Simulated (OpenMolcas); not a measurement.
## How methods differ on BN (boron nitride)

BN: 2 atoms, total charge 0, spin state triplet. As SMILES, `B#N`. Geometry: relaxed at GFN2-xTB.

```xyz
2

B     0.0000    0.0000    0.0000
N     0.0000    0.0000    1.2684
```

Quantity: the energy change with the B1–N2 bond stretched from 1.268 to 2.537 Å, in eV. The values are calculated.

| level | kind | program | value (eV) | less FCI/STO-3G | CPU time (all runs) |
| --- | --- | --- | --- | --- | --- |
| UHF/STO-3G | Hartree–Fock | OpenMolcas | 2.00 | -1.45 | 3.5 s |
| UPBE/STO-3G | GGA | OpenMolcas | 4.64 | +1.19 | 8.2 s |
| U-r2SCAN/STO-3G | meta-GGA | OpenMolcas | 4.49 | +1.04 | 9.9 s |
| UB3LYP/STO-3G | global hybrid | OpenMolcas | 4.27 | +0.82 | 8.5 s |
| UM06-2X/STO-3G | hybrid meta-GGA | OpenMolcas | 4.24 | +0.79 | 9.1 s |
| UPBE0/STO-3G | global hybrid | OpenMolcas | 4.42 | +0.97 | 7.8 s |
| CASSCF(4,4)/STO-3G | multireference | OpenMolcas | 2.69 | -0.76 | 3.1 s |
| MRCI(4,4)/STO-3G | multireference | OpenMolcas | 3.42 | -0.03 | 3.2 s |
| FCI/STO-3G | exact in the basis | OpenMolcas | 3.45 | 0.00 | 3.5 s |

FCI/STO-3G is exact within its basis and frozen core, so for wave-function methods in that basis the difference is their error; functionals converge differently with the basis, so for them it is only a difference. The first shape isn't each level's own minimum. The values span 2.00 to 4.64 eV. Spin contamination of the reference (⟨S²⟩ at least 0.1 too high) touches UHF/STO-3G, UPBE/STO-3G, U-r2SCAN/STO-3G, UB3LYP/STO-3G, UM06-2X/STO-3G, UPBE0/STO-3G. All rows use very small basis sets, so even the best lies far from the true value. CPU times are rough (shared hosts, several kinds of processor): they show what a rung costs within a factor of a few.
